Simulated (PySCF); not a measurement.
C6H6, SMILES C#CCCC#C, GFN2-xTB optimised geometry. Atoms within 1.6 Å of the plane z = 0.0 Å (x, y, z in Å): C1 (2.92, -0.72, 0.01), C2 (1.72, -0.73, 0.00), C3 (0.27, -0.73, 0.00), C4 (-0.29, 0.70, 0.00), C5 (-1.74, 0.66, 0.12), C6 (-2.92, 0.57, 0.24), H7 (3.97, -0.73, 0.03), H8 (-0.09, -1.27, -0.88), H9 (-0.08, -1.26, 0.89), H10 (-0.02, 1.21, -0.93), H11 (0.12, 1.27, 0.84), H12 (-3.97, 0.51, 0.34).

Calculation: CAM-B3LYP/def2-TZVP (PySCF 2.14.0). Cells within 0.4 Å of a nucleus heavier than hydrogen are left out (blank, or x).

Map of the log10 of the electron density (e/bohr³), floored at −4 on the plane z = 0.0 Å:

```
|000000000000000000000000000|
|000000000000000000000000000|
|000000000000000000000000000|
|000000000000000000000000000|
|000000000000000000000000000|
|000000000000000000000000000|
|000000000000000000000000000|
|000001122211221100000000000|
|000012344433444210000000000|
|000234566665665421100000000|
|002456788887887532222100000|
|003578999x99xx8644444321000|
|0035899x9x99xx8666666542100|
|002567888888898788888764200|
|0013556666668xx99x9x9985300|
|0001334454468xx9xx9xx986310|
|000012233335788888888764200|
|000000011124666666666543100|
|000000000013444444444321000|
|000000000001222222222100000|
|000000000000000000100000000|
|000000000000000000000000000|
|000000000000000000000000000|
|000000000000000000000000000|
|000000000000000000000000000|
|000000000000000000000000000|
|000000000000000000000000000|
```
Scale: ten equal steps from -4.00 (start of '0') to -0.423 (end of '9'), in the order '0123456789'; x runs from -6.00 to 6.00, y from -6.00 (bottom) to 6.00 (top).
